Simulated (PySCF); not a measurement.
Molecule: SMILES C(#C)C(C)(C)C, C6H10.

Atoms are numbered as in `[CH:1]#[C:2][C:3]([CH3:4])([CH3:5])[CH3:6]`. Each H is labelled by its parent atom.

Geometry PBE0-D3(BJ)/def2-SVP throughout; GIAO in PySCF, gas phase, one conformer, non-relativistic; equivalent atoms averaged; functional PBE0.

(1) How do the shifts δ (against TMS at the same level) depend on the basis set? (ppm; last column core-seconds on shared hosts with different chips, so compare them loosely)

(2) Which nucleus moves most, in ppm?

(3) Taking the largest basis, cc-pVTZ (320 functions), as the yardstick, rank the others by their worst heavy-atom deviation.

## Answers

(1) 
```csv
basis set,functions,C1,C2,C3,C4/C5/C6,H(C1),H(C4)/H(C5)/H(C6),core-s
STO-3G,40,65.1,64.6,31.7,26.3,2.31,0.97,6.1
6-31G,74,67.9,86.5,27.6,32.0,1.99,1.47,12
pcSseg-0,74,80.1,96.7,25.1,34.9,2.16,1.39,6.7
6-31G*,104,65.2,81.8,25.9,30.6,1.66,1.29,17
def2-SVP,134,68.3,87.4,24.7,31.4,1.65,1.14,23
cc-pVDZ,134,68.6,88.5,30.4,32.4,1.74,1.20,9.9
pcSseg-1,152,73.7,95.8,27.5,32.8,1.94,1.22,17
"6-311+G(2d,p)",222,70.7,95.3,29.0,31.4,1.79,1.17,49
aug-cc-pVDZ,228,65.2,89.3,30.7,31.2,1.87,1.24,30
def2-TZVP,246,70.7,95.3,29.4,32.3,1.81,1.19,58
IGLO-III,310,72.9,97.5,30.0,32.9,1.86,1.18,53
cc-pVTZ,320,71.0,94.1,29.3,32.0,1.76,1.18,46
```

(2) C2 (alkyne carbon): from 64.6 ppm with STO-3G to 97.5 ppm with IGLO-III. The smallest spread is 0.50 ppm, at H(C4)/H(C5)/H(C6). Proton shifts span only some 12 ppm, so a few tenths of a ppm matter as much there as several ppm in carbon.

(3) 6-311+G(2d,p) 1.1 ppm (222 functions), def2-TZVP 1.1 ppm (246 functions), pcSseg-1 2.6 ppm (152 functions), IGLO-III 3.4 ppm (310 functions), cc-pVDZ 5.6 ppm (134 functions), aug-cc-pVDZ 5.8 ppm (228 functions), def2-SVP 6.7 ppm (134 functions), 6-31G 7.7 ppm (74 functions), pcSseg-0 9.1 ppm (74 functions), 6-31G* 12.3 ppm (104 functions), STO-3G 29.5 ppm (40 functions).

A small basis that lands close on one nucleus may do so by chance; judge by the trend and by all nuclei.
